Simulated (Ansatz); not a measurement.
Changing the shape of Na2, singlet

Calculated in Ansatz's Gaussian-basis code. Basis cc-pVDZ, nonrelativistic, 2 orbitals frozen in the corrections; active space CAS(2,2). Restricted Hartree–Fock, then the lowest state-specific CASSCF solution met for each case. Single-reference values can break down or jump between states where bonds are stretched. Solutions in different active orbitals can move differences by tenths of an eV and at times more than 1 eV.

Case A: bond length 2.8754 Å.

Case B: bond length 3.3755 Å.

Case C: bond length 3.1254 Å.

Energy less that of case A, in eV:

```csv
case,RHF/ROHF,CASSCF
B,-0.052,-0.120
C,-0.063,-0.091
```

**Question.** Give the SC-NEVPT2 energies against case A.

**Answer.** B: -0.086 eV (-2.0 kcal/mol); C: -0.073 eV (-1.7 kcal/mol).
